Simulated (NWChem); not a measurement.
Everything below was run with NWChem. System: CHF₃, charge 0, spin multiplicity 3, at the geometry of a parent with another charge or spin, in a state set for the comparison that need not be this species' ground state. Its SCF solution wasn't tested for a lower state. Level: ROCCSD(T)/def2-SVP, 4 core orbitals frozen.

Input file:

```
start mol
memory heap 100 mb stack 700 mb global 1900 mb
geometry units angstroms nocenter noautoz
  F      0.077835    -0.630672     1.078383
  C     -0.331824     0.026153     0.000000
  F      0.077835    -0.630672    -1.078383
  F      0.224611     1.231370     0.000000
  H     -1.431582     0.112843     0.000000
  symmetry group Cs
end
basis spherical
  * library def2-svp
end
scf
  rohf
  nopen 2
  maxiter 100
  thresh 1e-7
  semidirect memsize 60000000 filesize 0
  # guess.movecs holds the orbitals of an unrestricted PBE0 run
  vectors input guess.movecs swap 16 17 output mol.movecs
end
tce
  freeze core 4
  ccsd(t)
  2eorb
  2emet 13
  thresh 1e-6
  maxiter 100
  tilesize 24
end
task tce energy
```

NWChem printed:

```
             Northwest Computational Chemistry Package (NWChem) 7.3.0
             --------------------------------------------------------

                                NWChem Input Module
                                -------------------

 Scaling coordinates for geometry "geometry" by  1.889725989
 (inverse scale =  0.529177249)

 Turning off AUTOSYM since
 SYMMETRY directive was detected!

                             Geometry "geometry" -> ""
                             -------------------------

 Output coordinates in angstroms (scale by  1.889725989 to convert to a.u.)

  No.       Tag          Charge          X              Y              Z
 ---- ---------------- ---------- -------------- -------------- --------------
    1 F                    9.0000     0.07783500    -0.63067200     1.07838300
    2 C                    6.0000    -0.33182400     0.02615300     0.00000000
    3 F                    9.0000     0.07783500    -0.63067200    -1.07838300
    4 F                    9.0000     0.22461100     1.23137000     0.00000000
    5 H                    1.0000    -1.43158200     0.11284300     0.00000000

 Effective nuclear repulsion energy (a.u.)     134.2283782719

            Nuclear Dipole moment (a.u.)
            ----------------------------
        X                 Y               Z
 ---------------- ---------------- ----------------
     0.0000056692    -0.0000094486     0.0000000000

      Symmetry information
      --------------------

 Group name             Cs
 Group number              2
 Group order               2
 No. of unique centers     4

      Symmetry unique atoms

     1    2    4    5


 Summary of "ao basis" -> "" (spherical)
 ------------------------------------------------------------------------------
       Tag                 Description            Shells   Functions and Types
 ---------------- ------------------------------  ------  ---------------------
 *                          def2-svp                  on all atoms

 Summary of "ao basis" -> "ao basis" (spherical)
 ------------------------------------------------------------------------------
       Tag                 Description            Shells   Functions and Types
 ---------------- ------------------------------  ------  ---------------------
 F                          def2-svp                 6       14   3s2p1d
 C                          def2-svp                 6       14   3s2p1d
 H                          def2-svp                 3        5   2s1p

                                 NWChem SCF Module
                                 -----------------

  ao basis        = "ao basis"
  functions       =    61
  atoms           =     5
  closed shells   =    16
  open shells     =     2
  charge          =   0.00
  wavefunction    = ROHF
  use symmetry    = T
  symmetry adapt  = T

 Summary of "ao basis" -> "ao basis" (spherical)
 ------------------------------------------------------------------------------
       Tag                 Description            Shells   Functions and Types
 ---------------- ------------------------------  ------  ---------------------
 F                          def2-svp                 6       14   3s2p1d
 C                          def2-svp                 6       14   3s2p1d
 H                          def2-svp                 3        5   2s1p

      Symmetry analysis of basis
      --------------------------

        a'         38
        a"         23

 Forming initial guess at       0.0s

[...]
    2 C    6     0.20   0.00  0.12 -0.16  0.41 -0.19  0.02
    3 F    9     0.08   0.00  0.00 -0.00  0.06  0.01  0.00
    4 F    9     0.08   0.00  0.00 -0.00  0.06  0.01  0.00
    5 H    1     1.57   0.42  1.12  0.04

       Multipole analysis of the density wrt the origin
       ------------------------------------------------

     L   x y z        total         open         nuclear
     -   - - -        -----         ----         -------
     0   0 0 0     -0.000000     -2.000000     34.000000

     1   1 0 0      1.041450      4.807183      0.000006
     1   0 1 0     -0.082107     -0.378921     -0.000009
     1   0 0 1      0.000000      0.000000      0.000000

     2   2 0 0    -22.362493    -17.852503     11.688701
     2   1 1 0      0.441401      1.182380      4.970956
     2   1 0 1      0.000000      0.000000      0.000000
     2   0 2 0    -16.797513     -2.945443     74.359327
     2   0 1 1     -0.000000     -0.000000      0.000000
     2   0 0 2    -16.762694     -2.852239     74.750868

                   NWChem Extensible Many-Electron Theory Module
                   ---------------------------------------------


            General Information
            -------------------
      Number of processors :     1
         Wavefunction type : Restricted open-shell Hartree-Fock
          No. of electrons :    34
           Alpha electrons :    18
            Beta electrons :    16
           No. of orbitals :   122
            Alpha orbitals :    61
             Beta orbitals :    61
        Alpha frozen cores :     4
         Beta frozen cores :     4
     Alpha frozen virtuals :     0
      Beta frozen virtuals :     0
         Spin multiplicity : triplet
    Number of AO functions :    61
       Number of AO shells :    27
        Use of symmetry is : on
      Symmetry adaption is : on
         Schwarz screening : 0.10D-09

          Correlation Information
          -----------------------
          Calculation type : Coupled-cluster singles & doubles w/ perturbation
   Perturbative correction : (T)
            Max iterations :      100
        Residual threshold : 0.10D-05
     T(0) DIIS level shift : 0.00D+00
     L(0) DIIS level shift : 0.00D+00
     T(1) DIIS level shift : 0.00D+00
     L(1) DIIS level shift : 0.00D+00
     T(R) DIIS level shift : 0.00D+00
     T(I) DIIS level shift : 0.00D+00
   CC-T/L Amplitude update :  5-th order DIIS
                I/O scheme : Global Array Library
        L-threshold :  0.10D-05
        EOM-threshold :  0.10D-05
 no EOMCCSD initial starts read in
 TCE RESTART OPTIONS
 SLICE:      F
 D4D5:       F
 quantumc:   F
 qrotation:  F
 pwtce:      F
 qducc:      F
 nacto:                         0
 nrotv:                         0
 nrot:                          0

            Memory Information
            ------------------
          Available GA space size is     249029358 doubles
          Available MA space size is     104854836 doubles

 Maximum block size supplied by input
 Maximum block size        24 doubles

 tile_dim =     17

 -------------------------------------------------
   1    alpha     a'     7 doubles       0       1
   2    alpha     a'     2 doubles       7       2
   3    alpha     a"     5 doubles       9       3
   4    beta      a'     7 doubles      14       4
   5    beta      a"     5 doubles      21       5
   6    alpha     a'    13 doubles      26       6
   7    alpha     a'    13 doubles      39       7
   8    alpha     a"    17 doubles      52       8
   9    beta      a'     2 doubles      69       9
  10    beta      a'    13 doubles      71      10
  11    beta      a'    13 doubles      84      11
  12    beta      a"    17 doubles      97      12

 Global array virtual files algorithm will be used

 Parallel file system coherency ......... OK

 4-electron integrals stored in orbital form

 v2    file size   =          1185052
 4-index algorithm nr.  13 is used
 imaxsize =       30
 imaxsize ichop =        0


CCSD iterations
 ---------------------------------------------------------
 Iter          Residuum       Correlation     Cpu    Wall
 ---------------------------------------------------------
    1   0.2251455951474  -0.6937431532409     0.2     0.2
    2   0.0525259169162  -0.6878507340191     0.3     0.3
    3   0.0307480128112  -0.6963160864547     0.3     0.3
    4   0.0156241343614  -0.6989617501198     0.2     0.2
    5   0.0176925474592  -0.6982330806059     0.3     0.3
    6   0.0028839075412  -0.6995717324945     0.3     0.3
    7   0.0024789129752  -0.6994551051179     0.3     0.3
    8   0.0007868208974  -0.6995448185177     0.3     0.3
    9   0.0011686970876  -0.6995176060033     0.3     0.3
   10   0.0004756648096  -0.6996046489938     0.3     0.3
   11   0.0000715159834  -0.6996099289837     0.3     0.3
   12   0.0000302160406  -0.6996079469908     0.3     0.3
   13   0.0000177932570  -0.6996093722735     0.3     0.3
   14   0.0000134795638  -0.6996094820554     0.3     0.3
   15   0.0000105412973  -0.6996100053993     0.3     0.3
   16   0.0000022348092  -0.6996101254955     0.2     0.2
   17   0.0000019937191  -0.6996098626394     0.3     0.3
   18   0.0000018223890  -0.6996099201826     0.3     0.3
   19   0.0000024294286  -0.6996098783083     0.3     0.3
   20   0.0000032079420  -0.6996099210701     0.3     0.3
   21   0.0000001335246  -0.6996099101465     0.3     0.3
 -----------------------------------------------------------------
 Iterations converged
 CCSD correlation energy / hartree =        -0.699609910146549
 CCSD total energy / hartree       =      -336.775862870160779

 Singles contributions
    17a'  (beta ) ---    11a'  (beta )       -0.1679433932

 Doubles contributions
 CCSD(T)
 Using plain CCSD(T) code
             total no. of tasks          373
 total no. of tasks / no. procs          373
                         wl_min         1400           3.3
                         wl_max      1288651          10.4
        thresh for no. of tasks          373

 CCSD[T]  correction energy / hartree =        -0.021034063031214
 CCSD[T] correlation energy / hartree =        -0.720643973177764
 CCSD[T] total energy / hartree       =      -336.796896933191988
 CCSD(T)  correction energy / hartree =        -0.017080641753946
 CCSD(T) correlation energy / hartree =        -0.716690551900495
 CCSD(T) total energy / hartree       =      -336.792943511914700

 Task  times  cpu:       14.3s     wall:       14.3s

 Total times  cpu:       14.3s     wall:       14.3s
```
